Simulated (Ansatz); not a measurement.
Molecule: beryllium hydride, BeH, charge 0, multiplicity 2. 
Geometry from a B3LYP-D3(BJ)/def2-TZVP (Ansatz, an electronic-structure program) optimisation:
```
Be
H 1 1.3474
```
Charge 0, spin multiplicity 2.

Basis-set convergence of Hartree-Fock and MP2 correlation energies (hartree) with Ansatz. Correlated levels leave the core frozen unless marked. Open shells are spin-unrestricted. No spin-orbit coupling. No relativistic terms.

```tsv
basis	functions	E(HF)	E(corr, MP2)
def2-SVP	14	-15.13426	-0.02319
def2-TZVPP	33	-15.15132	-0.03116
def2-QZVPP	66	-15.15333	-0.03423
```

Extrapolating the two largest sets (X = 3 and 4) as X^-3: E(corr) = (64·(-0.03423) - 27·(-0.03116))/37 = -0.0365 Eh, an estimate of the basis-set limit. The largest set recovers 93.9 % of it, the smallest 63.6 %.
